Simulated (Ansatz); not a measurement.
# SiPHF+ (triplet): from Hartree-Fock to the top rungs, cc-pVDZ

The task here is to estimate one member of a computed series from the others.

Program: Ansatz 0.2.0, Gaussian basis. Level of theory: cc-pVDZ, core rule «outside noble gas», up to 11 orbitals frozen. These are calculated values, not measurements.

To be run: UHF; CCSD(T) on ROHF; CCSD(T) on UHF; BCCD(T) on ROHF; CISD as a restricted active space (open shells left free, so some higher excitations enter); CCSDT(Q) on ROHF; CCSDT(Q) on UHF.

6 further runs of the same task are left out: 1 for a known fault of the program, 5 set aside as unsound or not needed. Runs told in other sessions of the task aren't counted.

## The system

The geometry is a PBE0/def2-TZVP stationary point (not a proven minimum) of the parent state, kept for this charge and spin.

4 atoms, charge 1, spin multiplicity 3.

Atoms are counted from 1 here; the program's logs count them from 0.

Bond lengths: F1–P2 1.599 Å, P2–Si3 2.085 Å, Si3–H4 1.506 Å. Angles: F1–P2–Si3 111.6°, P2–Si3–H4 99.5°.

As a file:

```xyz
4
FHPSi
F     0.00000    0.53641    1.58536
P     0.00000   -0.56950    0.43080
Si    0.00000    0.29923   -1.46467
H     0.00000   -0.94759   -2.30851
```

The first run:

in.yaml

```yaml
crystal:
  periodic: [false, false, false]
  atoms:
    - {symbol: F, position_ang: [0.000000, 0.536406, 1.585360]}
    - {symbol: P, position_ang: [0.000000, -0.569502, 0.430797]}
    - {symbol: Si, position_ang: [0.000000, 0.299225, -1.464666]}
    - {symbol: H, position_ang: [0.000000, -0.947592, -2.308513]}
basis:
  gaussian: {orbitals: cc-pVDZ}
total_charge: 1
magnetization: {spin_polarized: true, initial_magnetization: 2}
hamiltonian: {xc: hf}
output: {orbitals: {seedname: orbitals}}
```

Run with:

```bash
ansatz run in.yaml --threads 1 --pin off --events-out ev --progress --plain --max-ram 2560MiB --backend cpu
```

Among the steps run: UHF; CCSD(T) on ROHF; CCSD(T) on UHF; BCCD(T) on ROHF; CISD as a restricted active space (open shells left free, so some higher excitations enter); CCSDT(Q) on ROHF; CCSDT(Q) on UHF.

One table of the session follows, with a row left open; its other results are not shown here.

It belongs to the step «Misses and costs». 

```
   method  from UCCSDT(Q) (kJ/mol)
     ROHF                  +1045.7
      UHF                  +1030.0
     RMP2                   +129.9
     UMP2                   +130.5
     CISD                   +150.3
    RCCSD                    +41.0
    UCCSD                    +40.0
 RCCSD(T)                     +8.0
 UCCSD(T)                     +8.1
  BCCD(T)                     +7.6
   RCCSDT                     +3.4
   UCCSDT                        ?
RCCSDT(Q)                     +0.7
UCCSDT(Q)                        0
```

**Question.** Estimate the row for UCCSDT.

As computed: from UCCSDT(Q) (kJ/mol): +3.3. In the column «from UCCSDT(Q) (kJ/mol)» it lies between RCCSDT(Q) (+0.7) and RCCSDT (+3.4).

Caveats from the session: Restricted and unrestricted rows rest on different reference determinants; a gap between their highest levels can come from leftover correlation error, from unlike frozen cores or from another state.
